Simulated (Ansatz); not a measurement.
in.yaml

```yaml
crystal:
  periodic: [false, false, false]
  atoms:
    - {symbol: Si, position_ang: [-1.656117, 0.000000, 0.000000]}
    - {symbol: H, position_ang: [-2.150989, 1.399708, 0.000000]}
    - {symbol: H, position_ang: [-2.150989, -0.699854, 1.212183]}
    - {symbol: H, position_ang: [-2.150989, -0.699854, -1.212182]}
    - {symbol: H, position_ang: [0.080883, 0.000000, 0.000000]}
    - {symbol: S, position_ang: [1.650883, 0.000000, 0.000000]}
basis:
  gaussian: {orbitals: cc-pVDZ}
magnetization: {spin_polarized: false, initial_magnetization: 2}
correlation: {method: ccsd_t, electrons: outside_noble_gas}
output: {forces: true}
```

```sh
$ ansatz run in.yaml --threads 1 --pin off --events-out ev --progress --plain --max-ram 2393MiB
```

The program prints:

```
549 factors; integrals over basis functions are off by at most 1.6e-3 eV
mean field evaluation 1: about -18739.3087 eV, gradient 1.1e1 eV
mean field evaluation 2: about -18739.3106 eV, gradient 1.1e1 eV
mean field evaluation 4: about -18740.1463 eV, gradient 1.3e0 eV
mean field evaluation 8: about -18740.1642 eV, gradient 5.1e-3 eV
mean field evaluation 16: about -18740.1438 eV, gradient 1.3e0 eV
mean field evaluation 32: about -18740.0983 eV, gradient 3.3e0 eV
mean field evaluation 64: about -18740.1642 eV, gradient 1.9e-6 eV
mean field evaluation 96: about -18738.6078 eV, gradient 1.2e-2 eV
mean field -18740.16422643 eV, -688.6883327816 hartree, gradient 4.1e-6 eV, S^2 2.000000; 6 other end points of the search recorded, 0 dependent functions left out
mean field evaluation 128: about -18739.3900 eV, gradient 9.1e0 eV
mean field evaluation 160: about -18740.4294 eV, gradient 6.4e-1 eV
determinant -18740.16422643 eV, -688.6883327816 hartree, with singles and doubles -18747.62473546 eV, -688.9625014319 hartree
determinant -18738.60778770 eV, -688.6311347135 hartree, with singles and doubles -18745.96009963 eV, -688.9013271931 hartree
10 core orbitals not correlated: weight in the atoms' cores, before any rotation towards them, 1.000 or more for the frozen orbitals, at most 0.000 for the correlated occupied ones
reference -18740.16422643 eV, -688.6883327816 hartree; 8, 6 occupied and 38, 40 virtual orbitals, 549 factors
second order -6.07355951 eV of doubles, -0.14413560 eV of singles
cycle   1  -7.46045288 eV  change    5.6e-5 eV  update   3.7e-4
cycle   2  -7.46042744 eV  change    2.5e-5 eV  update   2.3e-4
cycle   3  -7.46039033 eV  change    3.7e-5 eV  update   9.8e-5
cycle   4  -7.46038867 eV  change    1.7e-6 eV  update   2.9e-5
cycle   5  -7.46041543 eV  change   -2.7e-5 eV  update   7.6e-6
cycle   6  -7.46042690 eV  change   -1.1e-5 eV  update   2.7e-6
cycle   7  -7.46042657 eV  change    3.2e-7 eV  update   1.0e-6
cycle   8  -7.46042494 eV  change    1.6e-6 eV  update   4.2e-7
cycle   9  -7.46042470 eV  change    2.4e-7 eV  update   1.1e-7
cycle  10  -7.46042471 eV  change   -6.4e-9 eV  update   4.7e-8
cycle  11  -7.46042474 eV  change   -3.5e-8 eV  update   2.5e-8
cycle  12  -7.46042475 eV  change   -1.2e-8 eV  update   1.5e-8
cycle  13  -7.46042475 eV  change    2.8e-9 eV  update   1.1e-8
cycle  14  -7.46042475 eV  change  -3.1e-11 eV  update   8.6e-9
cycle  15  -7.46042475 eV  change   -2.3e-9 eV  update   7.9e-9
cycle   1  -7.46042462 eV  update   7.5e-8
cycle   2  -7.46042461 eV  change    9.7e-9 eV  update   2.2e-8
cycle   3  -7.46042461 eV  change    5.7e-9 eV  update   5.6e-9
cycle   4  -7.46042461 eV  change   8.9e-10 eV  update   2.1e-9
cycle   5  -7.46042461 eV  change   7.7e-10 eV  update  7.0e-10
perturbative correction -0.15958476 eV, -0.0058646318 hartree
the calculation of the forces begins
Total energy: -18747.78423579 eV, -688.9683629608 hartree
Atom 0 at    -1.656117     0.000000     0.000000 Å, force    -0.017283    -0.032087    -0.000022 eV/Å
Atom 1 at    -2.150989     1.399708     0.000000 Å, force     0.067176     0.167973     0.000003 eV/Å
Atom 2 at    -2.150989    -0.699854     1.212183 Å, force     0.054735    -0.072633     0.137441 eV/Å
Atom 3 at    -2.150989    -0.699854    -1.212182 Å, force     0.054723    -0.072630    -0.137429 eV/Å
Atom 4 at     0.080883     0.000000     0.000000 Å, force    -0.864413     0.001493     0.000001 eV/Å
Atom 5 at     1.650883     0.000000     0.000000 Å, force     0.705062     0.007882     0.000006 eV/Å
Dipole moment:    -0.253128     0.000444     0.000000 e Å
```

Forces (eV/Å):
```
Si  -0.017 -0.032  0.000
H    0.067  0.168  0.000
H    0.055 -0.073  0.137
H    0.055 -0.073 -0.137
H   -0.864  0.001  0.000
S    0.705  0.008  0.000
```

For the same geometry and basis UCCSDT(Q) lies 39.2 meV lower.

Ran on 1 thread of Arm Neoverse V2, shared host: 12 s wall, 0.23 GiB peak host memory.
